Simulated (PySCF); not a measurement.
Input of a run (PBE0-D3(BJ)/def2-SVP geometry optimisation, gas phase (PySCF 2.14.0)), started from GFN2-xTB:
```
{"job": {"xc": "PBE0", "basis": "def2-SVP", "d3": "d3bj", "grid": 1, "shake": 0.01, "kind": "geom"}, "charge": 0, "multiplicity": 1}
B     -0.806190     0.013960     0.056820
N      0.820390    -0.041970    -0.061300
H     -1.253930    -0.250420    -1.037130
H     -1.094300    -0.747920     0.887910
H     -1.075320     1.156290     0.349520
H      1.217100     0.208560     0.839240
H      1.142530     0.617680    -0.765800
H      1.104840    -0.975310    -0.321740
```

Output (energies in Eh, forces in Eh/bohr):
```
step   0  E = -83.04138452  max force = 0.020179
step   1  E = -83.04372262  max force = 0.004788
step   2  E = -83.04380840  max force = 0.001670
step   3  E = -83.04381894  max force = 0.000457
step   4  E = -83.04381956  max force = 0.000130
optimisation converged
```

Question: Summarise the run.

Answer: The energy falls by 1.5 kcal/mol over 5 energy and gradient evaluations, the largest force component goes from 0.0202 to 1.3e-04 Eh/bohr, and the atoms move by 0.031 Å rms after alignment. The bond that changes most is B1–H4 (four-coordinate boron to B–H hydrogen), which lengthens by 0.061 Å. Bonds longer at the end by more than 0.005 Å: 5 of 7; shorter: 0. Among the angles that change most is H3–B1–H5, from 110.0° to 113.2°. The energy never rose by more than 1e-6 Eh on the way. The first step brought 96 % of the lowering.

Question: What are the final bond lengths?

Answer: B1–N2 1.635 Å, B1–H3 1.225 Å, B1–H4 1.224 Å, B1–H5 1.225 Å, N2–H6 1.020 Å, N2–H7 1.021 Å, N2–H8 1.020 Å. Numbering counts from 1 in the input's order; the species is `[BH3-][NH3+]`.

The run used 58 basis functions and 26 SCF cycles in all. Time: 5.5 s; peak memory 0.28 GiB. Hardware: one thread, Intel Xeon Platinum 8259CL at 2.50 GHz (x86_64), on a shared host.

Stationary, but not proved a minimum.
